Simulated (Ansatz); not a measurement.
**AlNH (quartet): wave-function methods side by side at distance N2–H3 = 1.663 Å, 6-31G**

Aim: climb from Hartree-Fock through coupled cluster and multireference methods for AlNH (quartet) at one geometry and basis, and see what each rung misses.

The runs use Ansatz 0.2.0, Gaussian basis; 6-31G, core rule «outside noble gas», up to 6 orbitals frozen.

To be run: UHF; CCSD(T) on ROHF; CCSD(T) on UHF; BCCD(T) on ROHF; CISD; CCSDT(Q) on ROHF; CCSDT(Q) on UHF; CCSDTQ on ROHF; CASSCF and MRCISD+Q, 5 electrons in 5 orbitals; CASSCF and NEVPT2, 5 electrons in 5 orbitals; CASSCF and MRCISD+Q, 9 electrons in 9 orbitals; CASSCF and MRCISD+Q(relaxed), 9 electrons in 9 orbitals; CASSCF and NEVPT2, 9 electrons in 9 orbitals; Full CI.

20 further runs of the same task are left out: 6 for a known fault of the program, 12 that didn't finish, 2 set aside as unsound or not needed.

**1. The geometry**

The geometry derives from a PBE0/def2-TZVP stationary point (not a proven minimum). One bond is set to the value named and the two fragments are kept rigid.

3 atoms, charge 0, spin multiplicity 4.

Atoms are counted from 1 here; the program's logs count them from 0.

Bond lengths: Al1–N2 1.909 Å.

**2. UHF**

in.yaml

```yaml
crystal:
  periodic: [false, false, false]
  atoms:
    - {symbol: Al, position_ang: [0.000000, -0.017867, 0.695889]}
    - {symbol: N, position_ang: [0.000000, 0.134894, -1.206960]}
    - {symbol: H, position_ang: [0.000000, -1.396260, -1.855910]}
basis:
  gaussian: {orbitals: 6-31G}
magnetization: {spin_polarized: true, initial_magnetization: 3}
hamiltonian: {xc: hf}
output: {orbitals: {seedname: orbitals}}
```

On the command line:

```
$ ansatz run in.yaml --threads 1 --pin off --events-out ev --progress --plain --max-ram 2393MiB
```

The runs that follow: CCSD(T) on ROHF; CCSD(T) on UHF; BCCD(T) on ROHF; CISD; CCSDT(Q) on ROHF; CCSDT(Q) on UHF; CCSDTQ on ROHF; CASSCF and MRCISD+Q, 5 electrons in 5 orbitals; CASSCF and NEVPT2, 5 electrons in 5 orbitals; CASSCF and MRCISD+Q, 9 electrons in 9 orbitals; CASSCF and MRCISD+Q(relaxed), 9 electrons in 9 orbitals; CASSCF and NEVPT2, 9 electrons in 9 orbitals; Full CI.

Q: Predict the results of all the runs planned. Wanted: FCI below the RHF energy; RMP2 from FCI; UMP2 from FCI; RCCSD from FCI; RCCSD(T) from FCI; UCCSD(T) from FCI; RCCSDT(Q) from FCI; UCCSDT(Q) from FCI; MRCISD+Q pair from FCI.

As calculated:

| quantity | value |
| --- | --- |
| FCI below the RHF energy | -3.5627 eV |
| RMP2 from FCI | +106.3 kJ/mol |
| UMP2 from FCI | +102.6 kJ/mol |
| RCCSD from FCI | +20.5 kJ/mol |
| RCCSD(T) from FCI | +10.1 kJ/mol |
| UCCSD(T) from FCI | +10.5 kJ/mol |
| RCCSDT(Q) from FCI | -0.2 kJ/mol |
| UCCSDT(Q) from FCI | -0.6 kJ/mol |
| MRCISD+Q pair from FCI | +18.7 kJ/mol |
| NEVPT2 valence from FCI | +43.4 kJ/mol |
| MRCISD+Q valence from FCI | +11.0 kJ/mol |
| levels within 1 kcal/mol (43 meV) | RCCSDT, UCCSDT, RCCSDT(Q), UCCSDT(Q), RCCSDTQ, MRCISD+Q(relaxed) valence |
| T1 diagnostic | 0.099 |
| effectively unpaired electrons | 3.19 |

In words: RCCSD(T) lands +10.1 kJ/mol from the yardstick (2.9 % of the correlation energy). RCCSDT(Q), UCCSDT(Q) fall below full CI: unrestricted runs freeze a spin-polarised core, another one than full CI's, and coupled cluster isn't variational. The occupations are near whole numbers, but T1 = 0.099 shows that the orbitals relax strongly. Of the multireference levels listed MRCISD+Q(relaxed) valence comes nearest in total energy (+3.1 kJ/mol), which doesn't show that its space is the better one. These misses are within one basis, not against nature; the frozen cores of restricted and unrestricted runs differ, which can shift their rows.
